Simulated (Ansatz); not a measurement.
# BHSCl (SMILES S[B]Cl): methods side by side

BHSCl: 4 atoms, total charge 0, spin state doublet. SMILES: `S[B]Cl`. The shape is that of a PBE0-D4/def2-TZVP optimisation.

Each level gives the vertical ionisation energy (to the singlet cation) (eV). The values are calculated.

```tsv
level	kind	program	value (eV)	less FCI/STO-3G
U-revPBE/STO-3G	GGA	Ansatz	6.15	+0.77
U-r2SCAN/STO-3G	meta-GGA	Ansatz	6.49	+1.11
U-r2SCAN0/STO-3G	hybrid meta-GGA	Ansatz	6.77	+1.39
UHSE06/STO-3G	range-separated hybrid	Ansatz	6.52	+1.14
UB2PLYP/STO-3G	double hybrid	Ansatz	6.07	+0.69
RPA@PBE/STO-3G	RPA	Ansatz	5.03	-0.35
UBCCD(T)/STO-3G	coupled cluster or CI	Ansatz	5.40	+0.02
UCCSDT/STO-3G	coupled cluster or CI	Ansatz	5.38	0.00
FCI/STO-3G	exact in the basis	Ansatz	5.38	0.00
```

FCI/STO-3G is exact within its basis and frozen core, so for wave-function methods in that basis the difference is their error; functionals converge differently with the basis, so for them it is only a difference. The values span 5.03 to 6.77 eV. All rows use very small basis sets, so even the best lies far from the true value.
